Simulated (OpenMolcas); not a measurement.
# Si2NH7 (SMILES [SiH3]N[SiH3]), step by step

We compute the energy (HF/ANO-R0), then a single-point energy (CASSCF(2,2)/ANO-R1), then an energy scan (CASPT2(2,2)/ANO-R1), then the energy along one coordinate (SC-NEVPT2(2,2)/ANO-R1), then an energy scan (MC-PDFT[tPBE](2,2)/ANO-R1) of Si2NH7. 

The calculation is run with OpenMolcas 26.06.

### 1 Starting point

Si2NH7: 10 atoms, total charge 0, spin state singlet. SMILES: `[SiH3]N[SiH3]`. Geometry: relaxed at PBE0-D4/def2-TZVP.

Bond lengths: Si1–N2 1.726 Å, N2–Si3 1.726 Å, Si1–H4 1.484 Å, Si1–H5 1.490 Å, Si1–H6 1.488 Å, N2–H7 1.011 Å, Si3–H8 1.484 Å, Si3–H9 1.488 Å, Si3–H10 1.490 Å. Some angles: Si1–N2–Si3 128.9°, Si1–N2–H7 115.5°, Si3–N2–H7 115.5°, N2–Si1–H4 107.4°, N2–Si1–H5 112.6°, N2–Si1–H6 110.9°, N2–Si3–H8 107.4°, N2–Si3–H9 110.9°, N2–Si3–H10 112.6°, H4–Si1–H5 109.0°.

### 2 A single-point energy at HF/ANO-R0 (sfX2C) (run 1)

struct.xyz reads:

```xyz
10

Si    -1.042800     0.758390    -0.879990
N      0.119990     0.500410     0.368670
Si     0.995830    -0.935260     0.755390
H     -1.373610    -0.567260    -1.458240
H     -0.532280     1.645360    -1.962590
H     -2.274280     1.393560    -0.336440
H      0.361990     1.317290     0.912940
H      0.403090    -2.042290    -0.034740
H      0.897240    -1.243020     2.208320
H      2.444830    -0.827180     0.426680
```

step1.inp reads:

```
>>> EXPORT MOLCAS_PRINT=2
&GATEWAY
Coord=struct.xyz
Basis=ANO-R0
Group=NoSym
&SEWARD
&SCF
PrOrbitals=0
&LOCALISATION
Occupied
Freeze
Pipek-Mezey
&LOCALISATION
FileOrb=$Project.LocOrb
Virtual
Pipek-Mezey
```

Run with:

```sh
export MOLCAS_MEM=1860
pymolcas step1.inp > step1.log
```

The log of the run:

```text
--- Start Module: gateway ---
[...]
--- Stop Module: gateway /rc=_RC_ALL_IS_WELL_ ---
[...]
      Basis functions           30
[...]
       Convergence after  11 Iterations
[...]
::    Total SCF energy                               -636.8437458778
[...]
      Total spin, S                                     0.0000000000
[...]
      Total electronic charge=   42.000000
      Total            charge=   -0.000000
[...]
      Dipole Moment (debye):
      Origin of the operator (angstrom)=    0.0038    0.0225    0.0186
                   X=  3.0029E-01               Y=  1.3492E+00               Z=  1.0229E+00           Total=  1.7196E+00
      Quadrupole Moment (debye*angstrom):
[...]
--- Start Module: localisation ---
[...]
--- Stop Module: localisation /rc=_RC_ALL_IS_WELL_ ---
--- Start Module: localisation ---
[...]
--- Stop Module: localisation /rc=_RC_ALL_IS_WELL_ ---
[...]
```

It took 3.3 s on 1 thread of Arm Neoverse V1, shared host; peak memory 0.38 GiB.

### 3 The energy at CASSCF(2,2)/ANO-R1 (sfX2C, RICD fitting) (run 2)

struct.xyz is that of step 2.

step2.input reads:

```
* H7NSi2 CASSCF
>>> EXPORT MOLCAS_PRINT=2

&gateway
 coord
 struct.xyz
 basis
 ANO-R0
 group
 NoSym

&seward

&rasscf
 fileorb
 $CurrDir/step1.LocOrb
 alter
 2
 1 13 21
 1 22 24
 spin
 1
 nactel
 2 0 0
 inactive
 20
 ras2
 2
 orblisting
 Nothing
>>> COPY $Project.RunFile RUNFIL1
>>> COPY $Project.RasOrb INPORB

&gateway
 coord
 struct.xyz
 basis
 ANO-R1
 group
 NoSym
 ricd

&seward
>>> COPY $Project.RunFile RUNFIL2

&expbas

&rasscf
 fileorb
 $Project.ExpOrb
 spin
 1
 nactel
 2 0 0
 inactive
 20
 ras2
 2
 orblisting
 Nothing
```

Run with:

```sh
export MOLCAS_MEM=1860
pymolcas step2.input > step2.log
```

The log of the run:

```text
--- Start Module: gateway ---
[...]
--- Stop Module: gateway /rc=_RC_ALL_IS_WELL_ ---
[...]
      Basis functions           30
[...]
      Number of active orbitals                  2
[...]
      Spin quantum number                      0.0
[...]
      Active orbitals                            2
[...]
      Number of CSFs                             3
[...]
      Number of root(s) required                 1
[...]
      Convergence after 10 iterations
[...]
      printout of CI-coefficients larger than  0.05 for root  1
      energy=    -636.851083
      conf/sym  11     Coeff  Weight
             1  20   0.99590 0.99181
             3  02  -0.09047 0.00819
      Natural orbitals and occupation numbers for root  1
      sym 1:   1.983629   0.016371
      ************************************************************************************************************************
      *                                                    Final results                                                     *
[...]
::    RASSCF root number  1 Total energy:   -636.85108322
[...]
      Basis functions           85
[...]
--- Start Module: expbas ---
[...]
--- Stop Module: expbas /rc=_RC_ALL_IS_WELL_ ---
--- Start Module: rasscf ---
[...]
      Convergence after 14 iterations
[...]
      Natural orbitals and occupation numbers for root  1
      sym 1:   1.982169   0.017831
      ************************************************************************************************************************
      *                                                    Final results                                                     *
[...]
::    RASSCF root number  1 Total energy:   -637.71512941
[...]
      Total electronic charge=   42.000000
      Total            charge=   -0.000000
[...]
      Dipole Moment (debye):
      Origin of the operator (angstrom)=    0.0038    0.0225    0.0186
                   X=  2.1022E-01               Y=  6.8562E-01               Z=  4.5145E-01           Total=  8.4740E-01
      Quadrupole Moment (debye*angstrom):
[...]
--- Stop Module: rasscf /rc=_RC_ALL_IS_WELL_ ---
[...]
```

Run time: 11 s. Hardware: 1 thread of Arm Neoverse V1, shared host; peak memory 0.38 GiB.

### 4 An energy scan at CASPT2(2,2)/ANO-R1 (sfX2C, RICD fitting, ipea shift 0.25 Eh, pt2 variant SS) (run 3)

step3.input reads:

```
>>> EXPORT MOLCAS_PRINT=2
>>> COPY $CurrDir/step2.RasOrb $Project.RasOrb
>>> ForEach K in (1, 2, 3, 4, 5, 6, 7, 8, 9)
&gateway
coord
$CurrDir/point$K.xyz
basis
ANO-R1
group
NoSym
ricd
&seward
&rasscf
fileorb
$Project.RasOrb
spin
1
nactel
2 0 0
inactive
20
ras2
2
orblisting
Nothing
&caspt2
imaginary
0.2
frozen
11
>>> EndDo
```

Run with:

```sh
export MOLCAS_MEM=1860
pymolcas step3.input > step3.log
```

The log of the run (excerpt; [...] marks lines left out):

```text
[...]
      Basis functions           85
[...]
      Number of active orbitals                  2
[...]
      Spin quantum number                      0.0
[...]
      Active orbitals                            2
[...]
      Number of CSFs                             3
[...]
      Number of root(s) required                 1
[...]
      Convergence after 11 iterations
[...]
      Natural orbitals and occupation numbers for root  1
      sym 1:   1.987624   0.012376
      ************************************************************************************************************************
      *                                                    Final results                                                     *
[...]
::    RASSCF root number  1 Total energy:   -637.70469597
[...]
      E2 (Variational):          -0.3722147948
[...]
::    CASPT2 Root  1     Total energy:   -638.07691077
[...]
      Convergence after 10 iterations
[...]
      Natural orbitals and occupation numbers for root  1
      sym 1:   1.982152   0.017848
      ************************************************************************************************************************
      *                                                    Final results                                                     *
[...]
      Convergence after  9 iterations
[...]
      Natural orbitals and occupation numbers for root  1
      sym 1:   1.816084   0.183916
      ************************************************************************************************************************
      *                                                    Final results                                                     *
[...]
      Convergence after  9 iterations
[...]
      Natural orbitals and occupation numbers for root  1
      sym 1:   1.628897   0.371103
      ************************************************************************************************************************
      *                                                    Final results                                                     *
[...]
      Convergence after 10 iterations
[...]
::    RASSCF root number  1 Total energy:   -637.57799165
[...]
::    CASPT2 Root  1     Total energy:   -637.93998713
[...]
      Convergence after  8 iterations
[...]
::    RASSCF root number  1 Total energy:   -637.57328090
[...]
      E2 (Variational):          -0.3611481787
[...]
::    CASPT2 Root  1     Total energy:   -637.93442908
[...]
```

Wall time 66 s (1 thread of Arm Neoverse V1, shared host); peak memory 0.086 GiB.

The scan, from its lowest point:

| H4–Si1 (Å) | energy (kJ/mol) |
| --- | --- |
| 1.335 | 24.6 |
| 1.484 | 0.0 |
| 1.632 | 15.4 |
| 1.855 | 72.6 |
| 2.151 | 164.1 |
| 2.522 | 263.2 |
| 2.967 | 340.0 |
| 3.561 | 384.1 |
| 4.451 | 398.7 |

### 5 An energy scan at SC-NEVPT2(2,2)/ANO-R1 (sfX2C, RICD fitting, pt2 variant SC-NEVPT2) (run 4)

step4.input reads:

```
>>> COPY $CurrDir/step2.RasOrb $Project.RasOrb
>>> ForEach K in (1, 2, 3, 4, 5, 6, 7, 8, 9)

&gateway
 coord=$CurrDir/point$K.xyz
 basis=ANO-R1
 group=NoSym
 ricd

&seward

&rasscf
 fileorb=$Project.RasOrb
 spin=1
 nactel=2 0 0
 inactive=20
 ras2=2
 orblisting=Nothing

&caspt2
 sc-nevpt2
 frozen=11
>>> EndDo
```

Run with:

```sh
export MOLCAS_MEM=1860
pymolcas step4.input > step4.log
```

The log of the run (excerpt; [...] marks lines left out):

```text
[...]
      Basis functions           85
[...]
      Number of active orbitals                  2
[...]
      Spin quantum number                      0.0
[...]
      Active orbitals                            2
[...]
      Number of CSFs                             3
[...]
      Number of root(s) required                 1
[...]
      Convergence after 11 iterations
[...]
      Natural orbitals and occupation numbers for root  1
      sym 1:   1.987624   0.012376
      ************************************************************************************************************************
      *                                                    Final results                                                     *
[...]
::    RASSCF root number  1 Total energy:   -637.70469597
[...]
      E2 (Variational):          -0.3676567143
[...]
::    SC-NEVPT2 Root  1     Total energy:   -638.07233425
[...]
      Convergence after 10 iterations
[...]
      Natural orbitals and occupation numbers for root  1
      sym 1:   1.982152   0.017848
      ************************************************************************************************************************
      *                                                    Final results                                                     *
[...]
      Convergence after  9 iterations
[...]
      Natural orbitals and occupation numbers for root  1
      sym 1:   1.816084   0.183916
      ************************************************************************************************************************
      *                                                    Final results                                                     *
[...]
      Convergence after  9 iterations
[...]
      Natural orbitals and occupation numbers for root  1
      sym 1:   1.628897   0.371103
      ************************************************************************************************************************
      *                                                    Final results                                                     *
[...]
      Convergence after 10 iterations
[...]
::    RASSCF root number  1 Total energy:   -637.57799165
[...]
::    SC-NEVPT2 Root  1     Total energy:   -637.93853686
[...]
      Convergence after  8 iterations
[...]
::    RASSCF root number  1 Total energy:   -637.57328090
[...]
      E2 (Variational):          -0.3599844900
[...]
::    SC-NEVPT2 Root  1     Total energy:   -637.93326539
[...]
```

It took 64 s on 1 thread of Arm Neoverse V1, shared host; peak memory 0.087 GiB.

The scan, from its lowest point:

```
H4–Si1 (Å)  energy (kJ/mol)
     1.335             25.9
     1.484              0.0
     1.632             14.4
     1.855             70.2
     2.151            160.4
     2.522            258.4
     2.967            334.3
     3.561            377.2
     4.451            391.0
```

### 6 An energy scan at MC-PDFT[tPBE](2,2)/ANO-R1 (sfX2C, RICD fitting) (run 5)

step5.input reads:

```
>>> EXPORT MOLCAS_PRINT=2
>>> COPY $CurrDir/step2.RasOrb $Project.RasOrb
>>> ForEach K in (1, 2, 3, 4, 5, 6, 7, 8, 9)

&GATEWAY
  Coord=$CurrDir/point$K.xyz
  Basis=ANO-R1
  Group=NoSym
  RICD

&SEWARD

&RASSCF
  FileOrb=$Project.RasOrb
  Spin=1
  Nactel=2 0 0
  Inactive=20
  Ras2=2
  OrbListing=Nothing

&MCPDFT
  KSDFT=T:PBE
>>> EndDo
```

Run with:

```sh
export MOLCAS_MEM=1860
pymolcas step5.input > step5.log
```

The log of the run (excerpt; [...] marks lines left out):

```text
--- Start Module: gateway ---
[...]
      Basis functions           85
[...]
      Number of active orbitals                  2
[...]
      Spin quantum number                      0.0
[...]
      Active orbitals                            2
[...]
      Number of CSFs                             3
[...]
      Number of root(s) required                 1
[...]
      Convergence after 11 iterations
[...]
      Natural orbitals and occupation numbers for root  1
      sym 1:   1.987624   0.012376
      ************************************************************************************************************************
      *                                                    Final results                                                     *
[...]
::    RASSCF root number  1 Total energy:   -637.70469597
[...]
::    MCPDFT root number  1 Total energy:   -638.83861069
[...]
      Convergence after 10 iterations
[...]
      Natural orbitals and occupation numbers for root  1
      sym 1:   1.982152   0.017848
      ************************************************************************************************************************
      *                                                    Final results                                                     *
[...]
      Convergence after  9 iterations
[...]
      Natural orbitals and occupation numbers for root  1
      sym 1:   1.816084   0.183916
      ************************************************************************************************************************
      *                                                    Final results                                                     *
[...]
      Convergence after  9 iterations
[...]
      Natural orbitals and occupation numbers for root  1
      sym 1:   1.628897   0.371103
      ************************************************************************************************************************
      *                                                    Final results                                                     *
[...]
      Convergence after 10 iterations
[...]
::    RASSCF root number  1 Total energy:   -637.57799165
[...]
::    MCPDFT root number  1 Total energy:   -638.69854612
[...]
      Convergence after  8 iterations
[...]
::    RASSCF root number  1 Total energy:   -637.57328090
[...]
      Total electronic charge=   42.000000
      Total            charge=   -0.000000
[...]
::    MCPDFT root number  1 Total energy:   -638.69348890
[...]
```

Wall time 76 s (1 thread of Arm Neoverse V1, shared host); peak memory 0.087 GiB.

The scan, from its lowest point:

```
H4–Si1 (Å)  energy (kJ/mol)
     1.335             26.8
     1.484              0.0
     1.632             13.3
     1.855             68.0
     2.151            158.5
     2.522            260.6
     2.967            344.8
     3.561            394.5
     4.451            407.8
```

### 7 Outcome

| quantity | value |
| --- | --- |
| run 1, HF/ANO-R0: total energy | -636.84375 Eh |
| run 1, HF/ANO-R0: dipole moment | 1.72 D |
| run 1, HF/ANO-R0: HOMO energy | -11.62 eV |
| run 1, HF/ANO-R0: LUMO energy | 2.34 eV |
| run 1, HF/ANO-R0: HOMO–LUMO gap | 13.96 eV |
| run 2, CASSCF(2,2)/ANO-R1: total energy | -637.71513 Eh |
| run 2, CASSCF(2,2)/ANO-R1: dipole moment (CASSCF density) | 0.85 D |
| run 3, CASPT2(2,2)/ANO-R1: lowest energy of the scan | -638.08629 Eh |
| run 4, SC-NEVPT2(2,2)/ANO-R1: lowest energy of the scan | -638.08219 Eh |
| run 5, MC-PDFT[tPBE](2,2)/ANO-R1: lowest energy of the scan | -638.84880 Eh |

In words: Mulliken charges (run 2, CASSCF(2,2)/ANO-R1) run from -0.57 on N2 to +0.17 on H7.
